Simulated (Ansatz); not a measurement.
Compare A (`NC=C=S`) with its isomer B (`CSC#N`).

Isolated molecules relaxed with PBE0-D4/def2-TZVP in Ansatz; ΔE leaves out vibrations. CBS: MP2 limit from def2 TZ/QZ plus the TZ coupled-cluster correction, frozen cores. DFT in def2-TZVPP. B3LYP here is the variant with VWN-RPA as its local correlation; programs differ in this. One conformer a species, not always the lowest.

Q: Which is lower in electronic energy at CCSD(T)/CBS, and by how much? (An estimate is asked.)

A: Ansatz gave: B, by 100.0 kJ/mol.

Q: Give E(B) − E(A) in kJ/mol with CCSD(T)/def2-SVP, MP2/def2-TZVPP, PBE-D4, r2SCAN-D4, CCSD/def2-TZVPP, B3LYP-D4, CCSD(T)/def2-TZVPP. (An estimate is asked.)

A: The calculation gave: CCSD(T)/def2-SVP -103.4, MP2/def2-TZVPP -113.6, PBE-D4 -76.4, r2SCAN-D4 -82.3, CCSD/def2-TZVPP -109.0, B3LYP-D4 -86.0, CCSD(T)/def2-TZVPP -105.1. None reverses the order clearly.

Q: Does the order hold for the free energy at 298.15 K (harmonic terms from PBE0-D4)? (Estimate.)

A: Ansatz gave: Yes: G(B) − G(A) = -104.3 kJ/mol, for one conformer each.

Largest T1 diagnostic: 0.016.

From BLYP to BHLYP (50 % exact exchange), in def2-TZVPP and without D4, E(B) − E(A) moves by −13.1 kJ/mol. Leaving LDA and LC-ωPBE aside and taking each functional with its dispersion term where it has one, the values, not all of them listed here, spread over 27.4 kJ/mol, from ωB97X-V to PBE-D4. LDA lies +22.5 kJ/mol from PBE without D4.
